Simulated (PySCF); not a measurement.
Isomers of C3H2ClFO, mass 107.978 u with the commonest isotopes. The calculation used PBE0/def2-SVPD in PySCF (dipole) on a GFN2-xTB geometry, gas phase. One conformer each, none proved a minimum here; rigid rotors.

Task: Order these by rotational constant B, largest first.
A. `[O:1]=[C:2]=[C:3]([Cl:4])[CH2:5][F:6]` with C2–C3–C5–F6 -82°
B. `[O:1]=[C:2]([Cl:3])/[CH:4]=[CH:5]/[F:6]` with O1–C2–C4–C5 0°
C. `[O:1]=[C:2]=[CH:3][C@H:4]([F:5])[Cl:6]` with C2–C3–C4–F5 32°

Result: A (2530 MHz), C (1715 MHz), B (1366 MHz).

Task: Order these by rotational constant C, smallest first.
A. `[O:1]=[C:2]([Cl:3])/[CH:4]=[CH:5]/[F:6]` with O1–C2–C4–C5 0°
B. `[O:1]=[C:2]=[C:3]([Cl:4])[CH2:5][F:6]` with C2–C3–C5–F6 -82°
C. `[O:1]=[C:2]=[CH:3][C@H:4]([F:5])[Cl:6]` with C2–C3–C4–F5 32°

Result: A (1160 MHz), B (1457 MHz), C (1518 MHz).

Task: Order these by dipole moment, largest first.
A. `[O:1]=[C:2]=[CH:3][C@H:4]([F:5])[Cl:6]` with C2–C3–C4–F5 32°
B. `[O:1]=[C:2]([Cl:3])/[CH:4]=[CH:5]/[F:6]` with O1–C2–C4–C5 0°
C. `[O:1]=[C:2]=[C:3]([Cl:4])[CH2:5][F:6]` with C2–C3–C5–F6 -82°

Result: A (2.53 D), B (2.04 D), C (1.72 D).

```
         SMILES  point group  Ia (u·Å²)  Ib (u·Å²)  Ic (u·Å²)      κ  μa (D)  μb (D)  μc (D)
    O=C=C(Cl)CF           C1     173.70     199.72     346.80   0.48    0.22    0.08    1.70
  O=C(Cl)/C=C/F           Cs      65.74     370.02     435.76  -0.94    1.80    0.97    0.00
O=C=C[C@H](F)Cl           C1      95.16     294.60     332.93  -0.90    0.32    0.19    2.51
```
